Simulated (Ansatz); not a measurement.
# CHNS: the cost of one run

Computed with Ansatz 0.2.0 (Hartree-Fock, Gaussian basis cc-pCVQZ, and further levels as typed in the inputs, unless a step's input says otherwise).

### Step 1. The starting structure

Bond lengths: H1–S2 1.339 Å, S2–C3 1.702 Å, C3–N4 1.165 Å. Angles: H1–S2–C3 94.4°, S2–C3–N4 176.8°.

Structure file:

```xyz
4

H    -1.1224   -1.1226    0.0000
S     0.2167   -1.1402    0.0000
C     0.3683    0.5553    0.0000
N     0.5374    1.7075    0.0000
```

### Step 2. Single point: CHNS

Contents of input.yaml:

```yaml
crystal:
  periodic: [false, false, false]
  atoms:
    - { symbol: H, position_ang: [-1.122394, -1.122595, 0.0] }
    - { symbol: S, position_ang: [0.216744, -1.140179, 0.0] }
    - { symbol: C, position_ang: [0.368283, 0.555279, 0.0] }
    - { symbol: "N", position_ang: [0.537367, 1.707495, 0.0] }
basis:
  gaussian: { orbitals: cc-pCVQZ.json }
hamiltonian:
  xc: hf
output:
  orbitals: {}
```

Command:

```sh
> ansatz run input.yaml --threads 4 --pin off --max-ram 8192MiB --backend cpu --events-out ev --progress --plain --runs-dir out
```

Q: Estimate wall time and peak memory on 4 threads of Intel Xeon 6975P-C (Granite Rapids), shared host.

About 1.1 s, with a peak of 0.7 GiB.
